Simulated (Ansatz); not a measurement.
Fluorite CaF2 was calculated with r²SCAN0 (PAW; Ansatz, a quantum-chemistry and plane-wave program).

Total energies, extrapolated to zero smearing (they compare only within this program, potentials and cutoff; free atoms with spin allowed, lowest state found):

| system | energy (eV/atom) |
|---|---|
| fluorite CaF2, relaxed | -1149.0478 |
| free Ca atom | -1819.5770 |
| free F atom | -805.7715 |

Q: Work out the cohesive energy per atom.

A: E_coh = [1 × (-1819.5770) + 2 × (-805.7715)]/3 − (-1149.0478) = 5.34 eV/atom. The reference value is 5.43 ± 0.03 eV/atom (worked out here from tabulated enthalpies at 298 K, copied from a table, unchecked, brought to a static lattice with a Debye model, atoms in their spin–orbit ground levels; inputs from the CRC Handbook), a difference of -0.09 eV/atom.

The PAW data were made under PBE.
